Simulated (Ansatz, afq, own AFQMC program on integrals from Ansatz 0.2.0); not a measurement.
# BN, triplet: AFQMC among the cluster methods

| atom | x (Å) | y (Å) | z (Å) |
| --- | --- | --- | --- |
| B | 0.0000 | 0.0000 | 0.0000 |
| N | 0.0000 | 0.0000 | 1.3155 |

Basis 6-31G. Noble-gas cores (and the filled d shells of Ga–Kr and In–Xe) are frozen. Integrals, coupled cluster, full CI and functionals: Ansatz 0.2.0; the random walks run on the same integrals in our own AFQMC program. The CISD trial takes its coefficients from CCSD amplitudes. Released means that phaseless walkers are propagated on without the constraint, phases kept. Free projection: walkers drawn from exp(T), propagated without any constraint. Its projection time is finite, and what remains of the start isn't in its error. ± is one standard error of the sampling.

Determinant: UHF, the one that the program's search chose, which needn't be the lowest solution. The geometry is a point of a scan.

Full CI on the same integrals is exact in this basis and with this determinant's frozen core.

Cautions: lower spins were not checked; raised T1 diagnostic (T1 0.049, weight of the determinant 0.88, largest double 0.12); unrestricted determinant slightly spin contaminated (⟨S²⟩ 2.07 against 2.00); in a space of 8 electrons in 9 natural orbitals full CI finds another state of this spin 15 meV below the state of CCSD(T); in a space of 8 electrons in 9 natural orbitals full CI finds another state of this spin 16 meV below the state of CCSDT(Q); in a space of 8 electrons in 9 natural orbitals full CI finds another state of this spin 16 meV below the state of CCSDTQ; the released energies are still falling, so no released level is given (meV from the phaseless value at times in 1/Eh: -16 ± 4 at 0.24, -22 ± 4 at 0.51, -24 ± 3 at 0.99, -30 ± 3 at 1.62, -40 ± 4 at 2.40), though the last usable value meets full CI within the noise.

```
T1 diagnostic                               : 0.0490
weight of the determinant in the CISD state : 0.879
⟨S²⟩ of the determinant                     : 2.074
size of the correlated space                : 8 electrons in 16 orbitals
```

```tsv
level	correlation energy (eV)
MP2	-3.3269
CCSD	-3.8192
CCSD(T)	-3.9651
```

**Question.** Estimate where phaseless AFQMC with a CISD trial lies against CCSD(T) on the same integrals.

**Answer.** 0.42 ± 0.10 kcal/mol below CCSD(T).

Reference: full CI, correlation energy -4.022 eV.

| level | E − E(reference) (kcal/mol) | share of correlation (%) |
| --- | --- | --- |
| CCSD(T) | 1.32 | 98.58 |
| CCSDT | 0.28 | 99.70 |
| CCSDT(Q) | -0.16 | 100.17 |
| CCSDTQ | 0.01 | 99.99 |
| ph-AFQMC/HF | 3.04 ± 0.52 | 96.72 |
| ph-AFQMC/CISD | 0.89 ± 0.10 | 99.04 |
| free AFQMC | 0.16 ± 0.10 | 99.82 |

CCSDT and higher add their correlation energy to the determinant of the CCSD(T) run, since their own runs factorise the integrals more tightly (a shift of under 2 meV). Free projections are given only where their last times agree within the noise and don't stop above the reference; a slow remainder of the start can still hide under it. A walk keeps the symmetry of its determinant, which the program's search chose and which needn't be the lowest solution, so a lower state of the same spin and another symmetry isn't excluded.
